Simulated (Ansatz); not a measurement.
Z-matrix (Å, degrees):
```
C
C 1 1.498
H 1 1.089 2 109.2
H 1 1.089 2 109.4 3 -120.0
H 1 1.089 2 109.4 3 120.0
O 2 1.354 1 111.3 3 -180.0
F 2 1.366 1 110.6 3 -57.6
F 2 1.366 1 110.6 3 57.6
H 6 0.965 2 108.4 1 180.0
```

Total charge 0; spin multiplicity 1.

(1) List the ωB97M-V/def2-TZVPP orbital energies in eV (Ansatz 0.2.0). (An estimate is asked.)

Results:

(1) The calculation gave: Occupied: -677.85, -677.85, -527.16, -287.28, -281.73, -38.14, -36.25, -32.76, -24.57, -20.90, -19.29, -18.48, -17.35, -15.72, -15.14, -14.38, -14.22, -13.62, -13.57, -13.02, -12.29. Lowest empty: 2.54, 3.34, 4.65, 4.70, 5.46, 6.52, 6.55, 7.84.
